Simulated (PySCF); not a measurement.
# A diatomic session: ClF

What are the lowest state that PBE0 finds, the bond length, vibrational wavenumber and bond energy of ClF, and how much do these hang on the method?

Program: PySCF 2.14.0. Level of theory: Cl 3-21G, F 3-21G, no relativity. These are calculated values, not measurements.

**1. Input**

The job is set up so:

```
atoms                         : Cl, F
charge                        : 0
basis                         : Cl 3-21G, F 3-21G
Hamiltonian                   : no relativity
basis functions               : 22
electrons treated             : 26
masses in u                   : 34.9689, 18.9984
levels                        : PBE0, PBE, r²SCAN, MN15, revPBE, TPSS, LC-ωPBE, HF, MP2, SCS-MP2, CCSD, CCSD(T)
grid                          : 80 radial by 434 angular points
occupations                   : held fixed by the projection of orbital angular momentum
dissociation limit            : Cl + F, each in its ground configuration
starting distance in angstrom : 1.585
values of 2S to try           : 0, 2
```

Further steps of the session: The PBE0 curve of the state that the search chose; PBE (GGA); r²SCAN; MN15 (hybrid meta-GGA); revPBE (GGA); TPSS (meta-GGA); LC-ωPBE; RHF; Adding correlation.

Before running it: what results should come out? Wanted: for each run, Re; ωe; De; μ.

**Answer**, as computed:

Lowest PBE0 solution found, without spin–orbit coupling: ¹Σ⁺ (singlet), closed shell. The other levels ran on it alone.

| level | Re (Å) | ωe (cm⁻¹) | De (eV) | μ (D) |
| --- | --- | --- | --- | --- |
| RHF | 1.689 | 863 | -0.429 | -1.21 |
| RHF-MP2 | 1.758 | 713 | 1.40 | n/a |
| RHF-SCS-MP2 | 1.765 | 691 | 1.42 | n/a |
| RHF-CCSD | 1.775 | 654 | 1.36 | n/a |
| RHF-CCSD(T) | 1.786 | 624 | 1.45 | n/a |
| PBE | 1.769 | 709 | 2.60 | -0.74 |
| revPBE | 1.776 | 697 | 2.37 | -0.74 |
| TPSS | 1.768 | 714 | 2.36 | -0.77 |
| r²SCAN | 1.755 | 733 | 2.15 | -0.80 |
| PBE0 | 1.734 | 769 | 1.98 | -0.86 |
| MN15 | 1.725 | 769 | 2.11 | -0.85 |
| LC-ωPBE | 1.717 | 809 | 1.89 | -0.89 |

De is counted to Cl + F in their ground configurations. A positive dipole means Cl(−)F(+).

Differences from CCSD(T) in the same basis:

| level | Re (mÅ) | ωe (%) |
| --- | --- | --- |
| RHF | -97 | +38.2 |
| RHF-MP2 | -29 | +14.1 |
| RHF-SCS-MP2 | -21 | +10.6 |
| RHF-CCSD | -11 | +4.7 |
| PBE | -18 | +13.5 |
| revPBE | -10 | +11.7 |
| TPSS | -18 | +14.3 |
| r²SCAN | -32 | +17.4 |
| PBE0 | -52 | +23.1 |
| MN15 | -61 | +23.1 |
| LC-ωPBE | -69 | +29.5 |

In words: Judged by CCSD(T) in the same basis: best bond length revPBE (-10 mÅ), worst RHF (-97 mÅ); best wavenumber RHF-CCSD (+4.7 %), worst RHF (+38.2 %). Hartree–Fock makes the bond too short and too stiff against this reference, as it mostly does. CCSD(T) in a basis this small is itself some way from its limit, more so than the functionals. Among the levels with a De in the table, it runs from -0.429 eV (RHF) to 2.60 eV (PBE).

Correlated steps freeze 6 core orbitals. The basis is very small, so these numbers show the basis as much as the molecule. A negative De means that the minimum lies above the separated atoms at that level.
